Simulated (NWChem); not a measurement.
# One shape, several levels: C2H2F4 (norflurane)

Wanted: a comparison of 6 runs (M06-L/cc-pVDZ, r2SCAN/cc-pVDZ, BLYP/cc-pVDZ, PBE/cc-pVDZ, SVWN5/cc-pVDZ, TPSS/cc-pVDZ) of C2H2F4 (norflurane). 

Program for the calculation: NWChem 7.3.0.

1 further run of the same task is left out (set aside as unsound or not needed).

### Step 1. The molecule

C2H2F4: 8 atoms, total charge 0, spin state singlet. SMILES: `FCC(F)(F)F`. Geometry: relaxed at PBE0-D4/def2-TZVP.

Bond lengths: F1–C2 1.364 Å, C2–C3 1.514 Å, C3–F4 1.332 Å, C3–F5 1.339 Å, C3–F6 1.332 Å, C2–H7 1.092 Å, C2–H8 1.092 Å. Some angles: F1–C2–C3 109.8°, C2–C3–F4 111.9°, C2–C3–F5 108.9°, C2–C3–F6 111.9°, F4–C3–F5 108.1°, F4–C3–F6 107.9°, F5–C3–F6 108.1°, F1–C2–H7 109.7°, F1–C2–H8 109.7°, C3–C2–H7 108.6°.

### Step 2. Energy and forces at M06-L/cc-pVDZ (run 1)

c2h2f4.xyz

```xyz
8
C2H2F4
F     -0.224600    -1.506500     0.915200
C     -0.211200    -0.737800    -0.211700
C      0.211200     0.674300     0.135500
F      1.434400     0.711300     0.662400
F      0.217100     1.411800    -0.982100
F     -0.624600     1.243600     1.002900
H      0.502000    -1.148600    -0.930100
H     -1.212300    -0.705100    -0.647900
```

run.py

```python
from ase.io import read
from ase.calculators.nwchem import NWChem

molecule = read('c2h2f4.xyz')

calc = NWChem(
    label='c2h2f4',
    theory='dft',
    memory='2200 mb',
    basis='cc-pVDZ',
    basispar='spherical bse',
    dft={'xc': 'm06-l', 'mult': '1', 'grid': 'fine', 'convergence': 'energy 1e-08', 'iterations': '100', 'mulliken': None, 'print': 'low'},
)
molecule.calc = calc

forces = molecule.get_forces()
print("Total energy (eV):", round(molecule.get_potential_energy(), 6))
print("forces (eV/A):")
for s, f in zip(molecule.symbols, forces):
    print(f"{s:2s} {f[0]:10.5f} {f[1]:10.5f} {f[2]:10.5f}")
```

Run with:

```
$ export ASE_NWCHEM_COMMAND="nwchem PREFIX.nwi > PREFIX.nwo"
$ python run.py
```

Output:

```text
Total energy (eV): -12973.104007
forces (eV/A):
F     0.00992   -0.14419    0.28436
C     0.09621    0.29856    0.12454
C    -0.15843   -0.52363   -0.15262
F     0.40459   -0.00396    0.18949
F     0.00165    0.24801   -0.37708
F    -0.28066    0.17319    0.30288
H     0.10799   -0.06130   -0.20965
H    -0.18121    0.01332   -0.16193
```

The calculator wrote c2h2f4.nwi:

```
title "c2h2f4"

permanent_dir c2h2f4

scratch_dir c2h2f4

start c2h2f4

geometry units angstrom nocenter noautosym noautoz
  F  -2.2459999999999999e-01 -1.5065000000000000e+00 9.1520000000000001e-01
  C  -2.1120000000000000e-01 -7.3780000000000001e-01 -2.1170000000000000e-01
  C  2.1120000000000000e-01 6.7430000000000001e-01 1.3550000000000001e-01
  F  1.4343999999999999e+00 7.1130000000000004e-01 6.6239999999999999e-01
  F  2.1709999999999999e-01 1.4117999999999999e+00 -9.8209999999999997e-01
  F  -6.2460000000000004e-01 1.2436000000000000e+00 1.0028999999999999e+00
  H  5.0200000000000000e-01 -1.1486000000000001e+00 -9.3010000000000004e-01
  H  -1.2122999999999999e+00 -7.0509999999999995e-01 -6.4790000000000003e-01
end

memory 2200 mb

basis spherical bse noprint
   * library cc-pVDZ
end

dft
  xc m06-l
  mult 1
  grid fine
  convergence energy 1e-08
  iterations 100
  mulliken
  print low
end

task dft gradient
```

c2h2f4.nwo:

```text
Northwest Computational Chemistry Package (NWChem) 7.3.0
             --------------------------------------------------------

           Job information
           ---------------

    nwchem branch   = 7.3.0
    use scalapack   = T
    input           = c2h2f4.nwi
    prefix          = c2h2f4.
    data base       = c2h2f4/c2h2f4.db
    status          = startup
    nproc           =        1

           Memory information
           ------------------

    heap     =     72089596 doubles =      550.0 Mbytes
    stack    =     72089601 doubles =      550.0 Mbytes
    global   =    144179200 doubles =     1100.0 Mbytes (distinct from heap & stack)
    total    =    288358397 doubles =     2200.0 Mbytes
    verify   = yes
    hardfail = no

           Directory information
           ---------------------

  0 permanent = c2h2f4
  0 scratch   = c2h2f4

                                NWChem Input Module
                                -------------------

                                      c2h2f4
                                      ------

[... 25 lines left out ...]
            Nuclear Dipole moment (a.u.)
[... 77 lines left out ...]
   convergence    iter        energy       DeltaE   RMS-Dens  Diis-err    time
[... 14 lines left out ...]
         Total DFT energy =     -476.752782657741
      One electron energy =    -1203.816720366200
           Coulomb energy =      507.546400767802
    Exchange-Corr. energy =      -53.522443823402
 Nuclear repulsion energy =      273.039980764060
[... 17 lines left out ...]
     -------------------------------------------
      Total Density - Lowdin Population Analysis
     -------------------------------------------

    Atom       Charge   Shell Charges
 -----------   ------   -------------------------------------------------------
    1 F    9     9.02   1.92  0.95  0.84  3.18  2.12  0.01
    2 C    6     6.01   1.88  0.59  0.38  1.83  1.02  0.32
    3 C    6     6.16   1.89  0.60  0.35  1.70  0.90  0.73
[... 4 lines of this table left out ...]
    8 H    1     0.97   0.64  0.25  0.08

                         DFT ENERGY GRADIENTS

    atom               coordinates                        gradient
                 x          y          z           x          y          z
   1 F      -0.424432  -2.846872   1.729477   -0.000193   0.002804  -0.005530
   2 C      -0.399110  -1.394240  -0.400055   -0.001871  -0.005806  -0.002422
   3 C       0.399110   1.274242   0.256058    0.003081   0.010183   0.002968
[... 4 lines of this table left out ...]
   8 H      -2.290915  -1.332446  -1.224353    0.003524  -0.000259   0.003149

 Task  times  cpu:       21.0s     wall:       21.0s
 Total times  cpu:       21.0s     wall:       21.0s
```

Wall time 22 s (1 thread of AMD EPYC 9R45 (Zen 5), shared host); peak memory 0.12 GiB.

### Step 3. Energy and gradient at r2SCAN/cc-pVDZ (run 2)

c2h2f4.nw

```
start c2h2f4
title "C2H2F4 r2SCAN"
memory total 2200 mb
geometry noautosym nocenter noautoz
F     -0.224600    -1.506500     0.915200
C     -0.211200    -0.737800    -0.211700
C      0.211200     0.674300     0.135500
F      1.434400     0.711300     0.662400
F      0.217100     1.411800    -0.982100
F     -0.624600     1.243600     1.002900
H      0.502000    -1.148600    -0.930100
H     -1.212300    -0.705100    -0.647900
end
basis spherical bse
* library cc-pVDZ
end
dft
xc r2scan
grid fine
convergence energy 1e-08
iterations 100
mulliken
print low
end
task dft gradient
```

Run with:

```
$ nwchem c2h2f4.nw > c2h2f4.out
```

Output:

```text
[...]
 d= 0,ls=0.0,diis     1   -476.4100805943 -7.49D+02  1.85D-02  1.89D+00     2.0
[...]
 d= 0,ls=0.0,diis    10   -476.6036965723 -3.84D-10  1.45D-07  8.48D-10    15.6
         Total DFT energy =     -476.603696572335
      One electron energy =    -1203.836172531491
           Coulomb energy =      507.538166140791
    Exchange-Corr. energy =      -53.345670945694
 Nuclear repulsion energy =      273.039980764060
[...]
      Total Density - Mulliken Population Analysis
     ---------------------------------------------
    Atom       Charge   Shell Charges
 -----------   ------   -------------------------------------------------------
    1 F    9     9.22   2.01  0.90  1.01  3.33  1.98  0.01
    2 C    6     5.80   2.01  0.70  0.34  2.04  0.60  0.12
    3 C    6     5.57   2.01  0.74  0.16  1.88  0.45  0.32
    4 F    9     9.16   2.01  0.91  0.99  3.34  1.92  0.01
    5 F    9     9.17   2.01  0.90  0.99  3.33  1.93  0.01
    6 F    9     9.16   2.01  0.91  0.99  3.34  1.92  0.01
    7 H    1     0.95   0.76  0.16  0.03
    8 H    1     0.95   0.76  0.16  0.03
[...]
                         DFT ENERGY GRADIENTS
    atom               coordinates                        gradient
                 x          y          z           x          y          z
   1 F      -0.424432  -2.846872   1.729477   -0.000284   0.004775  -0.009184
   2 C      -0.399110  -1.394240  -0.400055   -0.001275  -0.005517   0.000744
   3 C       0.399110   1.274242   0.256058    0.003113   0.010508   0.002659
   4 F       2.710623   1.344162   1.251754   -0.011016   0.000419  -0.005037
   5 F       0.410260   2.667915  -1.855900    0.000039  -0.006648   0.010610
   6 F      -1.180323   2.350063   1.895206    0.007817  -0.004449  -0.008153
   7 H       0.948642  -2.170539  -1.757634   -0.004017   0.001701   0.004976
   8 H      -2.290915  -1.332446  -1.224353    0.005622  -0.000789   0.003386
 Task  times  cpu:       19.3s     wall:       19.3s
 Total times  cpu:       19.3s     wall:       19.3s
```

It took 20 s on 1 thread of AMD EPYC 9R45 (Zen 5), shared host; peak memory 0.12 GiB.

Runs 3 to 5 aren't shown in full; the table further down has their settings and results.

### Step 4. Energy and gradient at TPSS/cc-pVDZ (run 6)

run.py

```python
from ase import Atoms
from ase.calculators.nwchem import NWChem

system = Atoms(['F', 'C', 'C', 'F', 'F', 'F', 'H', 'H'], positions=[
    [-0.224600, -1.506500, 0.915200],
    [-0.211200, -0.737800, -0.211700],
    [0.211200, 0.674300, 0.135500],
    [1.434400, 0.711300, 0.662400],
    [0.217100, 1.411800, -0.982100],
    [-0.624600, 1.243600, 1.002900],
    [0.502000, -1.148600, -0.930100],
    [-1.212300, -0.705100, -0.647900],
])

calc = NWChem(
    label='mymol',
    theory='dft',
    memory='2200 mb',
    basis='cc-pVDZ',
    basispar='spherical bse',
    dft={'xc': 'xtpss03 ctpss03', 'mult': '1', 'grid': 'fine', 'convergence': 'energy 1e-08', 'iterations': '100', 'mulliken': None},
)
system.calc = calc

forces = system.get_forces()
print("Total energy (eV):", round(system.get_potential_energy(), 6))
print("forces (eV/A):")
for s, f in zip(system.symbols, forces):
    print(f"{s:2s} {f[0]:10.5f} {f[1]:10.5f} {f[2]:10.5f}")
print("dipole (e A):", system.get_dipole_moment().round(4))
```

Run with:

```
$ export ASE_NWCHEM_COMMAND="nwchem PREFIX.nwi > PREFIX.nwo"
$ python run.py
```

Output:

```text
Total energy (eV): -12975.676499
forces (eV/A):
F    -0.01183   -0.54898    0.78887
C     0.00581    0.24261   -0.33717
C    -0.21273   -0.72284   -0.16959
F     1.06541    0.01748    0.46141
F     0.00555    0.65409   -0.98802
F    -0.73544    0.48306    0.75935
H     0.24842   -0.14198   -0.30797
H    -0.36525    0.01661   -0.20682
dipole (e A): [-0.0905 -0.1518 -0.311 ]
```

The calculator wrote mymol.nwi:

```
title "mymol"

permanent_dir mymol

scratch_dir mymol

start mymol

geometry units angstrom nocenter noautosym noautoz
  F  -2.2459999999999999e-01 -1.5065000000000000e+00 9.1520000000000001e-01
  C  -2.1120000000000000e-01 -7.3780000000000001e-01 -2.1170000000000000e-01
  C  2.1120000000000000e-01 6.7430000000000001e-01 1.3550000000000001e-01
  F  1.4343999999999999e+00 7.1130000000000004e-01 6.6239999999999999e-01
  F  2.1709999999999999e-01 1.4117999999999999e+00 -9.8209999999999997e-01
  F  -6.2460000000000004e-01 1.2436000000000000e+00 1.0028999999999999e+00
  H  5.0200000000000000e-01 -1.1486000000000001e+00 -9.3010000000000004e-01
  H  -1.2122999999999999e+00 -7.0509999999999995e-01 -6.4790000000000003e-01
end

memory 2200 mb

basis spherical bse noprint
   * library cc-pVDZ
end

dft
  xc xtpss03 ctpss03
  mult 1
  grid fine
  convergence energy 1e-08
  iterations 100
  mulliken
end

task dft gradient
```

mymol.nwo (excerpt; [...] marks lines left out):

```text
[...]
         Total DFT energy =     -476.847320000715
[...]
  wavefunction    = closed shell
                         DFT ENERGY GRADIENTS
    atom               coordinates                        gradient
                 x          y          z           x          y          z
   1 F      -0.424432  -2.846872   1.729477    0.000230   0.010676  -0.015341
   2 C      -0.399110  -1.394240  -0.400055   -0.000113  -0.004718   0.006557
   3 C       0.399110   1.274242   0.256058    0.004137   0.014057   0.003298
[... 4 lines of this table left out ...]
   8 H      -2.290915  -1.332446  -1.224353    0.007103  -0.000323   0.004022
[...]
```

Wall time 20 s (1 thread of AMD EPYC 9R45 (Zen 5), shared host); peak memory 0.12 GiB.

### Step 5. The series

```csv
run,level,energy (Eh),largest force (eV/Å),wall time
1,M06-L/cc-pVDZ,-476.752783,0.568,22 s
2,r2SCAN/cc-pVDZ,-476.603697,0.644,20 s
3,BLYP/cc-pVDZ,-476.729249,1.542,17 s
4,PBE/cc-pVDZ,-476.332208,1.162,17 s
5,SVWN5/cc-pVDZ,-473.575308,0.997,14 s
6,TPSS/cc-pVDZ,-476.847320,1.185,20 s
```

### Step 6. What came out

| quantity | value |
| --- | --- |
| run 6: total energy | -476.84732 Eh |
| run 6: dipole moment | 1.72 D |
| run 6: HOMO energy | -8.27 eV |
| run 6: LUMO energy | 1.17 eV |
| run 6: HOMO–LUMO gap | 9.44 eV |
| run 6: largest force on an atom | 1.185 eV/Å |

What this shows: Over runs 3, 4, 5, 6 the dipole moment (its size) runs from 1.63 D (BLYP/cc-pVDZ) to 1.72 D (TPSS/cc-pVDZ). Over runs 3, 5, 6 the HOMO–LUMO gap runs from 8.86 eV (SVWN5/cc-pVDZ) to 9.44 eV (TPSS/cc-pVDZ). Totals of different functionals can't be ranked against each other. All runs together took 1.8 min, the longest 22 s.
